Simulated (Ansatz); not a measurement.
A nudged elastic band was laid between two geometries of AlH2OSi (5 atoms, charge 0, multiplicity 2).

All numbers below come from Ansatz, UHF/def2-SVP.

| Item | Value |
| --- | --- |
| movable images | 5 |
| climbing image | yes |
| spring | 5.0 eV/Å² |
| optimiser | quadratic models (default) |
| start path | through a guess of the saddle point |
| force threshold | 0.05 eV/Å |
| iteration limit | 60 |
| end points | relaxed |

Image 0:

```xyz
5
Properties=species:S:1:pos:R:3
O -0.665 -1.836 0.746
Si -0.735 -0.520 0.002
Al 0.948 1.243 0.507
H -1.849 -0.202 -0.934
H 2.300 1.315 -0.320
```

Image 6:

```xyz
5
Properties=species:S:1:pos:R:3
O -0.216 -0.844 0.470
Si -0.576 -2.243 1.246
Al 0.155 0.605 -0.336
H -0.964 1.279 -1.211
H 1.599 1.203 -0.168
```

What changes between the two ends?

Bonds broken: Si2–Al3, Si2–H4. Bonds formed: O1–Al3, Al3–H4.

Give the energies along the band, and the barrier.

The forces met the threshold. The highest image is number 1 of 0 to 6, 0.67 eV above the first end and 3.20 eV above the last; the last end lies 2.53 eV below the first. Beside the main top the profile has a ripple of under 15 meV (maxima at images 1, 4), which may be a very shallow well or noise. Neighbouring images differ by up to 2.3 eV, so the band resolves the path poorly. A vibrational analysis at the climbing image gives one clearly imaginary mode, 303i cm⁻¹: a first-order saddle point. Another band between the same ends, with other settings, climbed to 0.12 eV only, so this may not be the lowest route.

```tsv
image	path coordinate (Å)	energy (eV)	Si2–Al3 (Å)	Si2–H4 (Å)	O1–Al3 (Å)
0	0.00	0.00	2.49	1.49	3.48
1	1.61	0.67	2.33	1.63	3.82
2	3.07	0.06	3.46	3.10	4.77
3	4.52	-0.01	4.90	3.59	5.75
4	5.97	0.00	4.58	4.55	4.62
5	7.42	-0.27	4.23	4.43	3.09
6	8.88	-2.53	3.34	4.31	1.70
```

What is the geometry of the highest image?


```xyz
5
Properties=species:S:1:pos:R:3
O -1.242 -2.066 0.561
Si -0.436 -0.805 0.431
Al 0.658 1.248 0.404
H -0.792 0.277 -0.733
H 1.813 1.346 -0.663
```

The band took 22 iterations and roughly 110 core-seconds.

Time of the run: 110 s on 1 thread of Arm Neoverse V1, on a shared host, peak memory 0.12 GiB.
